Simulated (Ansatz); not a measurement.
C3H6O2 can be A, `CC=C(O)O`, or B, `COC1CO1`.

Program: Ansatz. Geometries: PBE0-D4/def2-TZVP. ΔE: electronic, gas phase. CCSD(T)/CBS adds triple-zeta CCSD(T) − MP2 to the extrapolated MP2 energy (def2 sets, frozen cores). DFT in def2-TZVPP. B3LYP here is the variant with VWN-RPA as its local correlation; programs differ in this. Each species was taken in one conformer, which may not be the lowest.

(1) Which isomer does CCSD(T)/CBS put lower? Give the gap. (Best estimate.)

(2) Give E(B) − E(A) in kJ/mol with PBE-D4, B3LYP-D4, HF/def2-TZVPP, CCSD(T)/def2-TZVPP, B3LYP, B2PLYP, MP2/def2-TZVPP. (Estimate.)

Largest T1 diagnostic: 0.012.

Answers

(1) Ansatz gave: A, by 121.2 kJ/mol.

(2) Ansatz gave: PBE-D4 116.3, B3LYP-D4 122.3, HF/def2-TZVPP 117.6, CCSD(T)/def2-TZVPP 116.2, B3LYP 120.9, B2PLYP 119.4, MP2/def2-TZVPP 117.8. None reverses the order clearly.
